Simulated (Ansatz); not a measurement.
This script for a rigid scan of one bond length of H4NOSi, SMILES N[SiH2][O] with Ansatz's Python interface holds a mistake.

The script, `scan.py`:
```python
# -*- coding: utf-8 -*-
import warnings

import ansatz as az
from ase import Atoms
import matplotlib.pyplot as plt
import numpy as np

warnings.simplefilter("ignore", az.DeckWarning)

atoms = Atoms(["N", "Si", "O", "H", "H", "H"], positions=[
    (-0.9289, -0.2749, -0.6006),
    (0.5876, -0.0708, 0.2311),
    (0.6877, -1.2803, 1.4239),
    (-0.9545, 0.5618, -1.3074),
    (-1.7197, -0.0594, 0.0807),
    (0.6754, 1.2746, 0.8595),
])
h4nosi = az.Crystal.molecule_from_ase(atoms)

symbols = [site.symbol for site in h4nosi.cartesian_sites]
start = np.array([site.position_ang for site in h4nosi.cartesian_sites])
axis = (start[2] - start[1]) / np.linalg.norm(start[2] - start[1])
moving = [2]
lengths, energies = [1.45, 1.57, 1.7, 1.87, 2.13, 2.55, 3.06, 3.74], []
for length in lengths:
    xyz = start.copy()
    xyz[moving] += (length - np.linalg.norm(start[2] - start[1])) * axis
    point = az.Crystal.molecule()
    for symbol, place in zip(symbols, xyz):
        point = point.atom(symbol, place.tolist())
    calculation = point.calculation().basis(gaussian="6-31G*").functional("r2scan").spin("collinear", total=1)
    report = calculation.run().report
    energies.append(report["free_energy_ev"])
    print(f"r = {length:6.3f} A  E = {energies[-1]:.5f} eV  <S^2> = {abs(report['mean_field']['state']['spin_squared']):.3f}")

print("energy above the lowest point (eV):", [round(e - min(energies), 3) for e in energies])
plt.figure(figsize=(4.5, 3))
plt.plot(lengths, np.array(energies) - min(energies), "o-")
plt.xlabel("bond length (A)")
plt.ylabel("E - E(min) (eV)")
plt.tight_layout()
plt.savefig("scan.png", dpi=100)
```

```console
$ python scan.py
Traceback (most recent call last):
  File "scan.py", line 33, in <module>
    report = calculation.run().report
             ~~~~~~~~~~~~~~~^^
  ...
ansatz.GaussianBasisError: a molecule whose nuclei and cores have a total charge of 32 cannot have a net charge of 0 together with 1 unpaired electrons
$ echo $?
1
```
(Library frames cut from the traceback.)

What is wrong, and how is it mended?

The fault: an atom is missing. The correction:

```diff
--- before
+++ after
@@ -10,3 +10,3 @@
 
-atoms = Atoms(["N", "Si", "O", "H", "H", "H"], positions=[
+atoms = Atoms(["N", "Si", "O", "H", "H", "H", "H"], positions=[
     (-0.9289, -0.2749, -0.6006),
@@ -17,2 +17,3 @@
     (0.6754, 1.2746, 0.8595),
+    (1.7137, -0.2191, -0.7329),
 ])
```

The mended script runs so:

Output of `python scan.py`:
```text
r =  1.450 A  E = -11474.50554 eV  <S^2> = 0.758
r =  1.570 A  E = -11475.31602 eV  <S^2> = 0.756
r =  1.700 A  E = -11475.46692 eV  <S^2> = 0.755
r =  1.870 A  E = -11475.09853 eV  <S^2> = 0.755
r =  2.130 A  E = -11474.09194 eV  <S^2> = 0.759
r =  2.550 A  E = -11472.48591 eV  <S^2> = 0.858
r =  3.060 A  E = -11471.38343 eV  <S^2> = 1.321
r =  3.740 A  E = -11470.86775 eV  <S^2> = 1.602
energy above the lowest point (eV): [0.961, 0.151, 0.0, 0.368, 1.375, 2.981, 4.083, 4.599]
```

What to keep in mind:
- Total energies depend on the basis set; only differences at equal settings carry meaning.
- The rest of the molecule is held rigid at a force-field or estimated start geometry, and the basis set is modest; single-reference methods fail as a bond breaks.
- The run takes the species as open-shell (spin multiplicity 2), which needn't be its ground state.
- The expectation value of S² is noticeably off S(S+1) in at least one run, so that state is spin-contaminated.
- It ran for 3.7 min on 1 thread of Arm Neoverse V1, with other jobs on the host, peak memory 0.27 GiB.
